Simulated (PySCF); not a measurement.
Working out the ionisation energy of Si

Si [Ne] 3s2 3p2 (3P) → Si⁺ [Ne] 3s2 3p1 (2P). Calculation: PySCF 2.14, in aug-cc-pVQZ-DK (7s6p4d3f2g, 84 functions); the spin-free X2C one-electron Hamiltonian (Gaussian nucleus). Frozen: [Ne]. Energies in hartree (1 hartree = 27.21139 eV):

| part | Si (lower) | Si⁺ (upper) |
| --- | --- | --- |
| UHF | -289.461192 | -289.180943 |
| MP2 opposite-spin | -0.049795 | -0.041097 |
| MP2 same-spin | -0.010259 | -0.002826 |

Question: What does Hartree-Fock give?

Answer: (-289.180943) − (-289.461192) = 0.280249 hartree = 7.626 eV.

Question: What do MP2 and SCS-MP2 (6/5 opposite-spin, 1/3 same-spin) give?

Answer: The opposite-spin parts differ by 0.237 eV and the same-spin parts by 0.202 eV. MP2: 7.626 + (0.237) + (0.202) = 8.065 eV. SCS-MP2: 7.626 + 1.2 × (0.237) + (0.202)/3 = 7.978 eV.

Measured between the centres of the two terms (NIST): 8.157 eV, so MP2 (valence) is off by -0.092 eV.

What remains against the reference includes basis incompleteness, the frozen core and correlation beyond second order.
